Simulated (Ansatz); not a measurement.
A nudged elastic band was laid between two geometries of CH5BMg (8 atoms, charge 0, multiplicity 1).

These are results of Ansatz 0.2.0, RKS PBE-D4/def2-mTZVP, not measurements.

* movable images: 2
* climbing image: no
* spring: 5.0 eV/Å²
* optimiser: quadratic models (default)
* start path: through a guess of the saddle point
* force threshold: 0.05 eV/Å
* iteration limit: 60
* end points: relaxed

First end point:

```xyz
8
Properties=species:S:1:pos:R:3
C -0.297 0.957 -0.779
B 0.288 0.250 0.487
Mg 0.408 -2.022 0.896
H -1.317 1.268 -0.454
H 0.202 1.907 -1.043
H -0.437 0.356 -1.688
H 0.649 1.014 1.358
H 0.505 -3.730 1.222
```

Last end point:

```xyz
8
Properties=species:S:1:pos:R:3
C -0.244 0.583 -0.666
B 0.528 -0.224 0.447
Mg -1.039 -1.960 1.420
H -1.099 1.179 -0.315
H 0.492 1.324 -1.052
H -0.556 0.000 -1.545
H 0.646 0.228 1.565
H 1.272 -1.130 0.146
```

Task: Which bonds break or form, and what moves?

Result: Bonds broken: Mg3–H8. Bonds formed: B2–H8.

Task: Give the energies along the band, and the barrier.

Result: The run converged. The highest image is number 1 of 0 to 3, 0.018 eV above the first end and 1.216 eV above the last; the last end lies 1.198 eV below the first. No image climbed, so the highest image needn't sit at the top of the path. A band with more images between the same ends climbed to 1.24 eV, so this one has probably stepped over the top. So few images can step over the top or miss a turn of the path. The orbitals stay closed-shell, which can raise the energy where a bond breaks towards radicals; this wasn't checked here.

```csv
image,path coordinate (Å),energy (eV),Mg3–H8 (Å),B2–H8 (Å)
0,0.00,0.000,1.74,4.05
1,3.25,0.018,1.74,4.05
2,6.50,-1.094,2.40,1.23
3,9.76,-1.198,2.77,1.21
```

Task: What is the geometry of the highest image?

Result: 
```xyz
8
Properties=species:S:1:pos:R:3
C -0.129 0.979 -0.809
B 0.510 0.179 0.376
Mg -0.061 -1.961 1.031
H -0.334 0.390 -1.719
H -1.143 1.257 -0.439
H 0.373 1.920 -1.088
H 1.310 0.782 1.062
H -0.526 -3.546 1.586
```

The band took 42 iterations and of the order of 3 core-minutes.

Time of the run: 3.3 min on 1 thread of Intel(R) Xeon(R) Platinum 8175M CPU @ 2.50GHz (Skylake/Cascade Lake), on a shared host, peak memory 0.15 GiB.
